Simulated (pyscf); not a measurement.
6 small inorganic steps of one kind (addition across a multiple bond or ene-type step, closed-shell): reaction energy in eV, from the separated reactants or the lowest minimum found. Single points on ωB97X-D3(BJ)/def2-SVP structures (PySCF, gas phase). Functionals in def2-TZVP; the last column is ωB97M-D3(BJ)/def2-TZVP. Rows were drawn at random from the steps of this kind and element class whose saddle was verified and whose references are stable.

| step | PBE | M06-2X | r²SCAN | ωB97M-D3(BJ) |
|---|---|---|---|---|
| `[O]=[AsH]` + `[AsH3]` → `[AsH2][O][AsH2]` | -1.27 | -1.73 | -1.46 | -1.49 |
| `[AsH]=[AsH]` + `[OH2]` -> `[OH][AsH][AsH2]` | -0.44 | -0.55 | -0.54 | -0.54 |
| `[As]#[As]` + `[OH2]` -> `[OH][As]=[AsH]` | -0.09 | -0.01 | -0.13 | 0.00 |
| `[P]#[P]` + `[OH2]` → `[OH][P]=[PH]` | -0.54 | -0.38 | -0.56 | -0.43 |
| `[As]#[As]` + `[AsH3]` → `[AsH]=[As][AsH2]` | -0.56 | -0.55 | -0.57 | -0.47 |
| `[P]#[P]` + `[PH3]` → `[PH]=[P][PH2]` | -0.54 | -0.37 | -0.53 | -0.37 |

Differences from the last column (eV): PBE: mean -0.03, median -0.09, mean size 0.13, lower in 4 of 6; M06-2X: mean -0.05, median -0.01, mean size 0.07, lower in 5 of 6; r²SCAN: mean -0.08, median -0.12, mean size 0.09, lower in 4 of 6. PBE is closest for row 5 (0.09 eV apart) and farthest for row 1 (0.22 eV). PBE, r²SCAN and M06-2X carry no added dispersion term. The last column is a level with limits of its own. Elements up to Kr have no core potential and no relativistic terms here.
